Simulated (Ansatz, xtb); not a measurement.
## Relative energy of two structures of C2H2Al

Structure a is `C=[C][Al]`, a doublet and structure b is a doublet given by its coordinates. Both are isolated molecules in the gas phase, relaxed with B3LYP-D4/def2-TZVP.

a (Å):

```xyz
5

C    -1.0092    1.3763    0.5559
C    -1.2519    0.9949    1.7821
Al   -0.6434    1.9472   -1.2829
H    -0.5592    0.3698    2.3493
H    -2.1623    1.2780    2.3145
```

b (Å):

```
atom    x (Å)    y (Å)    z (Å)
   C  -1.1119   1.8469   1.2429
   C  -1.2634   0.6025   1.3808
  Al  -0.3389   0.9145  -0.5574
   H  -1.2289   2.8427   1.6443
   H  -1.6027  -0.2265   1.9843
```

Close contacts (Å): C1–C2 1.26, C1–Al3 2.17, C2–Al3 2.17, C1–H4 1.08, C2–H5 1.08.

Question: Estimate which is lower in electronic energy at CCSD(T)/def2-TZVP, and by roughly how much.

Answer: The CCSD(T)/def2-TZVP calculation puts structure a lower, by 0.150 eV.

The same difference at several levels:

```json
{"level": "GFN2-xTB", "geometry": "GFN2-xTB", "E(b) − E(a) (eV)": "+0.176", "departure from the last row (eV)": "+0.026", "job, with rough time for the two": "optimisation, 0.088 s"}
{"level": "HF/STO-3G", "geometry": "GFN2-xTB", "E(b) − E(a) (eV)": "+1.341", "departure from the last row (eV)": "+1.191", "job, with rough time for the two": "single point, 0.26 s"}
{"level": "r2SCAN-D4/def2-SVP", "geometry": "GFN2-xTB", "E(b) − E(a) (eV)": "+0.226", "departure from the last row (eV)": "+0.076", "job, with rough time for the two": "single point, 1.5 s"}
{"level": "B3LYP-D4/def2-TZVP", "geometry": "B3LYP-D4/def2-TZVP", "E(b) − E(a) (eV)": "+0.226", "departure from the last row (eV)": "+0.076", "job, with rough time for the two": "optimisation, 26 s"}
{"level": "HF/def2-TZVP", "geometry": "B3LYP-D4/def2-TZVP", "E(b) − E(a) (eV)": "+0.677", "departure from the last row (eV)": "+0.527", "job, with rough time for the two": "part of the CCSD(T) run"}
{"level": "MP2/def2-TZVP", "geometry": "B3LYP-D4/def2-TZVP", "E(b) − E(a) (eV)": "−0.270", "departure from the last row (eV)": "−0.420", "job, with rough time for the two": "part of the CCSD(T) run"}
{"level": "CCSD(T)/def2-TZVP", "geometry": "B3LYP-D4/def2-TZVP", "E(b) − E(a) (eV)": "+0.150", "departure from the last row (eV)": "", "job, with rough time for the two": "single point, 13 s"}
```

MP2/def2-TZVP puts the two in the other order. The largest departure from CCSD(T)/def2-TZVP is that of HF/STO-3G, 1.191 eV.

With harmonic frequencies from B3LYP-D4/def2-TZVP (ideal gas, rigid rotor, one conformer each, 298.15 K, 1 atm): the zero-point term adds −0.013 eV; ΔH is +0.126 and ΔG +0.147 eV.

The T1 diagnostic of structure a is large, so the coupled-cluster value is less sure. Open shells are spin-unrestricted, with notable spin contamination under HF/STO-3G, HF/def2-TZVP, MP2/def2-TZVP, CCSD(T)/def2-TZVP. The correlated steps freeze 7 core orbitals. Codes used: Ansatz 0.2.0, xtb 6.7.1; the last row on 2 threads of Intel(R) Xeon(R) 6975P-C (Granite Rapids) on a shared host.
